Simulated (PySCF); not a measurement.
Compound: SO2.
InChI=1S/O2S/c1-3-2

Level of theory: PySCF 2.14.0, density-fitted response routines, TDDFT B3LYP/def2-SVPD, vertical, gas phase, core orbitals frozen in the response. Geometry: GFN2-xTB; no solvent, vibrations or thermal averaging.

Computed states:

```json
{"state": "S1", "E (eV)": "4.11", "f": "0.0045"}
{"state": "S2", "E (eV)": "4.35", "f": "0.0000"}
{"state": "S3", "E (eV)": "6.34", "f": "0.061"}
{"state": "S4", "E (eV)": "8.29", "f": "0.0000"}
{"state": "S5", "E (eV)": "8.31", "f": "0.0022"}
{"state": "S6", "E (eV)": "8.55", "f": "0.043"}
{"state": "S7", "E (eV)": "8.90", "f": "0.0006"}
{"state": "S8", "E (eV)": "9.04", "f": "0.040"}
```

Broadening: Gaussians 0.3 eV wide at half height, area fixed by f = 4.319×10⁻⁹ ∫ε dν̃. The width is an assumption, not a result. The curve ends short of the highest state used, and states not computed would add to its high-energy end.

Question: Give the broadened spectrum and its maxima.

Answer: 
(E (eV), ε (L mol⁻¹ cm⁻¹)): (3.66, 1), (3.80, 21), (3.93, 149), (4.07, 388), (4.21, 302), (4.34, 81), (4.48, 6), (4.62, 0), (4.75, 0), (4.89, 0), (5.03, 0), (5.16, 0), (5.30, 0), (5.44, 0), (5.57, 0), (5.71, 0), (5.85, 3), (5.98, 92), (6.12, 1164), (6.26, 4399), (6.39, 5126), (6.53, 1886), (6.67, 207), (6.80, 9), (6.94, 0), (7.08, 0), (7.21, 0), (7.35, 0), (7.49, 0), (7.62, 0), (7.76, 0), (7.90, 1), (8.03, 18), (8.17, 153), (8.31, 869), (8.44, 2824)

Maxima: 302 nm (4.11 eV), ε about 410, made up of S1 (100%); 195 nm (6.34 eV), ε about 5500, made up of S3 (100%) (ε in L mol⁻¹ cm⁻¹; maxima over ε = 5, shares over 10%). At its high-energy end, 8.44 eV, the curve is still rising (ε about 2800, from S6).

Question: Coming from long wavelengths, where does ε first pass 100 L mol⁻¹ cm⁻¹?

Answer: At about 318 nm (3.90 eV), 0.21 eV below S1.

Question: On this curve, what absorbance would a 10⁻⁴ mol/L sample give at 193 nm over a 1 cm path?

Answer: 193 nm is 6.424 eV, where ε is about 4500 L mol⁻¹ cm⁻¹, so A = ε c l ≈ 0.45 (Beer–Lambert, with the gas-phase spectrum and the assumed width).

Question: Does any computed singlet lie in the visible range?

Answer: No computed singlet lies in the visible range (380 to 750 nm); the lowest, at 302 nm, stands 0.85 eV above its violet end (3.26 eV); a Tamm–Dancoff triplet lies at 398 nm, without intensity as long as spin–orbit coupling is left out.
